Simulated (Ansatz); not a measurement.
# SiCN (doublet): wave-function methods side by side, def2-TZVPP

An exercise on one series of results from a longer session: the logs are not shown, and one member is left open.

Program: Ansatz 0.2.0, Gaussian basis. Level of theory: def2-TZVPP, core rule «outside noble gas», up to 7 orbitals frozen. These are calculated values, not measurements.

The runs, in order: UHF; ROHF; CCSD(T) on UHF.

2 further runs of the same task are left out: 2 set aside as unsound or not needed.

### The geometry

The geometry is a PBE0/def2-TZVP stationary point (not a proven minimum).

3 atoms, charge 0, spin multiplicity 2.

Atoms are counted from 1 here; the program's logs count them from 0.

Bond lengths: N1–C2 1.163 Å, C2–Si3 1.842 Å. Angles: N1–C2–Si3 180.0°.

The first run:

Input file in.yaml:

```yaml
crystal:
  periodic: [false, false, false]
  atoms:
    - {symbol: N, position_ang: [0.000000, 0.000000, -1.389100]}
    - {symbol: C, position_ang: [0.000000, 0.000000, -0.226600]}
    - {symbol: Si, position_ang: [0.000000, 0.000000, 1.615700]}
basis:
  gaussian: {orbitals: def2-TZVPP}
magnetization: {spin_polarized: true, initial_magnetization: 1}
hamiltonian: {xc: hf}
output: {orbitals: {seedname: orbitals}}
```

Command:

```
$ ansatz run in.yaml --threads 1 --pin off --events-out ev --progress --plain --max-ram 4096MiB --backend cpu
```

Among the steps run: UHF; ROHF; CCSD(T) on UHF.

One table of the session follows, with a row left open; its other results are not shown here.

| method | from UCCSD(T) (meV) |
| --- | --- |
| ROHF | +12177.5 |
| UHF | ? |
| UMP2 | +1348.8 |
| UCCSD | +621.9 |
| UCCSD(T) | 0 |

**Question.** Estimate the row for UHF.

The run gave: from UCCSD(T) (meV): +11966.8. In the column «from UCCSD(T) (meV)» it lies between UMP2 (+1348.8) and ROHF (+12177.5).

With the free atoms at the same levels and basis (separate runs), the atomisation energy is 11.924 eV at UCCSD(T), 7.676 eV at ROHF.
